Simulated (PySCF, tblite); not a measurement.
Isomers of C5H8N (doublet state), one GFN2-xTB conformer each. Single-point energies are computed at B3LYP/pcH-1 (PySCF, gas phase, no added dispersion term), electronic only. GFN2-xTB treats the open shell by occupation alone, and not every SCF solution was tested for stability.

```
      SMILES  GFN2-xTB relative energy (kcal/mol)
C=N[CH]C1CC1                                 29.1
CN1C=C[CH]C1                                  3.1
 CN1C[C]=CC1                                 46.3
CC1=N[CH]CC1                                  0.0
```

Conformers: `[CH2:1]=[N:2][CH:3][CH:4]1[CH2:5][CH2:6]1` (doublet state) with C1–N2–C3–C4 165°, N2–C3–C4–C5 141°.

**Question.** What does B3LYP/pcH-1 give for the same structures?

**Answer.** 
| SMILES | B3LYP/pcH-1 E (Eh) | B3LYP/pcH-1 (kcal/mol) | GFN2-xTB (kcal/mol) | point group |
| --- | --- | --- | --- | --- |
| CC1=N[CH]CC1 | -250.06956 | 0.0 | 0.0 | Cs |
| CN1C=C[CH]C1 | -250.05356 | 10.0 | 3.1 | – |
| C=N[CH]C1CC1 | -250.02163 | 30.1 | 29.1 | C1 |
| CN1C[C]=CC1 | -249.98691 | 51.9 | 46.3 | – |

Both levels put the same isomer lowest; measured from each level's own lowest isomer, the values differ by up to 6.9 kcal/mol (CN1C=C[CH]C1: 3.1 against 10.0). 

**Question.** What happens when harmonic zero-point energies from GFN2-xTB frequencies are added?

**Answer.** 
| SMILES | ZPE (kcal/mol) | electronic (kcal/mol) | with ZPE (kcal/mol) |
| --- | --- | --- | --- |
| CC1=N[CH]CC1 | 73.0 | 0.0 | 0.0 |
| CN1C=C[CH]C1 | 72.8 | 10.0 | 9.8 |
| C=N[CH]C1CC1 | 71.9 | 30.1 | 28.9 |
| CN1C[C]=CC1 | 73.2 | 51.9 | 52.0 |

The zero-point energies span 1.3 kcal/mol. The order is unchanged.
